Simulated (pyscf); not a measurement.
O=Ti=O (SMILES [O]=[Ti]=[O]) + H₂ (SMILES [H][H]) → O=TiH–OH (SMILES [O]=[TiH][OH]) (addition across a multiple bond or ene-type step; singlet surface; H–H broken, H–Ti, H–O formed). Single points on ωB97X-D3(BJ)/def2-SVP structures (PySCF, gas phase). Energies in eV from the separated reactants.

```
level                   barrier  reaction energy
----------------------  -------  ---------------
PBE/def2-TZVP               ___            -1.31
r²SCAN/def2-TZVP          -0.15            -1.46
B3LYP-D3(BJ)/def2-TZVP      ___              ___
PBE0-D3(BJ)/def2-TZVP     -0.18            -1.67
ωB97M-D3(BJ)/def2-TZVP    -0.05            -1.74
HF/def2-TZVP               0.21            -2.54
```

### Question
Fill in the missing entries.

### Answer

- PBE/def2-TZVP, barrier: -0.17
- B3LYP-D3(BJ)/def2-TZVP, barrier: -0.08
- B3LYP-D3(BJ)/def2-TZVP, reaction energy: -1.59

On the reactant side the descent ends in an adduct with a H–Ti contact, 0.38 eV under the separated species and 0.32 eV under the saddle at ωB97X-D3(BJ)/def2-TZVP. At PBE, r²SCAN, B3LYP-D3(BJ), PBE0-D3(BJ), ωB97M-D3(BJ) the saddle lies under the separated reactants, which points to a path from their complex (located at ωB97X-D3(BJ) alone). One saddle was located; it need not be the lowest between these sides.
